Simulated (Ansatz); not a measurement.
Solid bromine was calculated with r²SCAN+rVV10 (Ansatz, a first-principles code, PAW).

Numerical settings: plane-wave cutoff 500 eV, 6×6×4 k mesh (along the axes of the cell as run), gaussian smearing 0.02 eV, scalar-relativistic PAW data made under PBE.

Computed at the level's own relaxed cell.

Task: Predict the volume per atom, equilibrium lattice constant a, lattice parameter b and lattice parameter c.

Result: 
volume per atom: 30.49 Å³/atom
equilibrium lattice constant a: 6.752 Å
lattice parameter b: 4.167 Å
lattice parameter c: 8.670 Å

Computed values are for the static lattice.
